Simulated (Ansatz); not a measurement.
chlorine (Cl2), SMILES ClCl.

The structure is a stationary point at B3LYP-D3(BJ)/def2-TZVPD.

Two levels are set side by side: PBE/def2-TZVPD (Ansatz, an electronic-structure program) and PBE0/def2-TZVPD (Ansatz). Energy differences of separate SCF runs at the same geometry; the states with an electron removed or added have multiplicity 2 and 2. Differences are taken from unrounded values.

```
quantity                            PBE0
---------------------------------  -----
vertical ionisation energy (eV)    11.51
vertical electron affinity (eV)     1.04
vertical singlet–triplet gap (eV)   2.72
```

Q: What does PBE give, and how far is it from PBE0? (The exact figures need the calculation; the answer reports its results.)

A: 
```csv
quantity,PBE,PBE minus PBE0
vertical ionisation energy (eV),11.24,-0.27
vertical electron affinity (eV),1.04,0.00
vertical singlet–triplet gap (eV),2.59,-0.13
```
